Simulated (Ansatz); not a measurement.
Process, species as SMILES: FF [molecular fluorine] -> FF as doublet, charge +1 + e-

Quantity: adiabatic ionisation energy (0 K, with zero-point energies), in eV. Conventions: no spin-orbit coupling; non-relativistic; UHF or UKS for open shells; LANL2DZ all-electron up to Ne; six Cartesian d functions in 6-31G* and its kin unless marked 5d; 6-311+G** with 5d. Ab initio and DFT rows: single points at B3LYP-D3(BJ) geometries (Ansatz, a quantum-chemistry and plane-wave program), with unscaled harmonic terms from B3LYP/6-31G* at its own minima.

Measured values: CCCBDB table in ASE; they hold spin-orbit and core effects. 

Value to compare with, the measured value: 15.70 eV.

```
level           program  adiabatic ionisation energy (0 K, with zero-point energies) (eV)  error
--------------  -------  ----------------------------------------------------------------  -----
PBE/STO-3G       Ansatz                                                             10.84  -4.86
PBE/3-21G        Ansatz                                                             14.93  -0.77
PBE/LANL2DZ      Ansatz                                                             15.62  -0.08
PBE/6-31G*       Ansatz                                                             14.83  -0.87
PBE/def2-SVP     Ansatz                                                             15.07  -0.63
PBE/6-311+G**    Ansatz                                                             15.39  -0.31
PBE/def2-TZVPD   Ansatz                                                             15.19  -0.51
```

Among the 6 habitual levels, PBE/STO-3G lies farthest from the measured value (-4.86 eV) and PBE/LANL2DZ nearest (-0.08); 0 of 6 lie above it, and their mean absolute error is 1.25 eV, the median 0.70. One case shows no general order.

The sets are all those run for this method; runs whose electronic state is in doubt are left out.
